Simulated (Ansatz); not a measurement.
The input, for Ansatz 0.2.0:

```yaml
crystal:
  periodic: [false, false, false]
  atoms:
    - {symbol: Al, position_ang: [0.000000, 0.000000, -1.598930]}
    - {symbol: C, position_ang: [0.000000, 0.000000, 0.251556]}
    - {symbol: H, position_ang: [0.000000, 0.000000, 1.347374]}
basis:
  gaussian: {orbitals: 6-31G, occupation: {up: {"A1": 7, "B1": 2, "B2": 1}, down: {"A1": 7, "B1": 2, "B2": 1}}}
correlation: {method: fci, electrons: outside_noble_gas}
```

```sh
$ ansatz run in.yaml --threads 1 --pin off --events-out ev --progress --plain --max-ram 2393MiB
```

Output:

```
495 factors; integrals over basis functions are off by at most 2.2e-7 eV
mean field evaluation 1: about -7622.8360 eV, gradient 8.9e0 eV
mean field evaluation 2: about -7623.2444 eV, gradient 2.6e-1 eV
mean field evaluation 4: about -7623.2464 eV, gradient 8.1e-4 eV
mean field -7623.24641724 eV, -280.1491386115 hartree, gradient 3.5e-6 eV, S^2 0.000000; 0 other end points of the search recorded, 0 dependent functions left out; unrestricted orbitals would lower it
mean field evaluation 8: about -7623.5118 eV, gradient 5.0e0 eV
mean field evaluation 16: about -7624.5127 eV, gradient 3.7e-2 eV
unrestricted determinant -7624.51276990 eV, -280.1956762135 hartree, S^2 1.0000
6 core orbitals not correlated: weight in the atoms' cores, before any rotation towards them, 1.000 or more for the frozen orbitals, at most 0.000 for the correlated occupied ones
reference -7623.24641724 eV, -280.1491386115 hartree; 4, 4 occupied and 14, 14 virtual orbitals, 495 factors
state -7626.69696252 eV, -280.2759438118 hartree
Total energy: -7626.69696252 eV, -280.2759438118 hartree
```

Natural occupations: 1.9759 1.9685 1.8965 0.9861 0.9851 0.0521 0.0521 0.0266 0.0225 0.0080 0.0077 0.0077 0.0048 0.0025 0.0013 0.0011 0.0011 0.0005.

Ran on 1 thread of Arm Neoverse V1, shared host: 8.5 s wall, 0.24 GiB peak host memory.
